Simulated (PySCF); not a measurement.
Species: C3HClO.
SMILES: `c1(cc1Cl)=O`

Method: MP2 and CCSD/aug-cc-pVDZ in PySCF, restricted Hartree–Fock reference, 9 core orbitals frozen, non-relativistic, gas phase, PBE0-D3(BJ)/def2-SVP geometry.

E(HF) = -648.47857 Eh.

Problem. How large is the problem?

Solution. 128 basis functions and 44 electrons; 9 orbitals frozen, which leaves o = 13 correlated occupied and v = 106 virtual orbitals. That is o·v = 1378 singles and o·v(o·v + 1)/2 = 950131 distinct closed-shell doubles amplitudes before symmetry; the costliest CCSD step grows as o²v⁴ = 2.1 × 10^10.

Problem. What are the MP2 and CCSD correlation energies?

Solution. MP2 -0.7210 Eh and CCSD -0.7399 Eh, which gives totals of -649.19953 and -649.21847 Eh. That is 0.774 eV for each correlated electron at CCSD (1943 kJ/mol in all, 0.114 % of the total energy); MP2 gives 97.4 % of the CCSD value.

Problem. What is the T1 diagnostic?

Solution. 0.0166, below the customary warning level of 0.02. It is the norm of the spatial-orbital singles amplitudes over the root of the number of correlated electrons, so the norm is 0.085.

Problem. How does correlation change the dipole moment?

Solution. HF gives 4.21 D and CCSD (unrelaxed density) 3.52 D, a change of -0.69 D.

No triples correction and no basis-set extrapolation were made.

The job also held the EOM ionisation roots. Hardware: Arm Neoverse N1, one thread, shared host. Cost: 3.0 min, 1.8 GiB resident at most.
